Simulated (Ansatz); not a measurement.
BClH2S, SMILES `SBCl` at its PBE0-D4/def2-TZVP geometry, where that method's forces vanish. Total charge 0; spin multiplicity 1.

```json
{"atom": "S1", "x (Å)": "0.739", "y (Å)": "-0.064", "z (Å)": "1.119"}
{"atom": "B2", "x (Å)": "-0.366", "y (Å)": "0.159", "z (Å)": "-0.257"}
{"atom": "Cl3", "x (Å)": "-1.726", "y (Å)": "1.237", "z (Å)": "-0.071"}
{"atom": "H4", "x (Å)": "1.560", "y (Å)": "-0.931", "z (Å)": "0.503"}
{"atom": "H5", "x (Å)": "-0.206", "y (Å)": "-0.401", "z (Å)": "-1.293"}
```

(1) For each bond, give half the difference of the two atoms' forces along it (eV/Å; positive pushes the atoms apart) under PBE-D4, r2SCAN-D4, B3LYP-D4, ωB97M-V in def2-TZVPP. (Best estimate.)

Results:

(1) Computed: 
| bond | length (Å) | PBE-D4 | r2SCAN-D4 | B3LYP-D4 | ωB97M-V |
| --- | --- | --- | --- | --- | --- |
| S1–B2 | 1.779 | 0.12 | 0.09 | 0.12 | 0.05 |
| S1–H4 | 1.343 | 0.26 | 0.01 | -0.03 | -0.11 |
| B2–Cl3 | 1.745 | 0.13 | 0.09 | 0.20 | 0.16 |
| B2–H5 | 1.189 | 0.03 | -0.09 | -0.21 | -0.20 |

B3LYP here is the variant with VWN-RPA as its local correlation; programs differ in this.
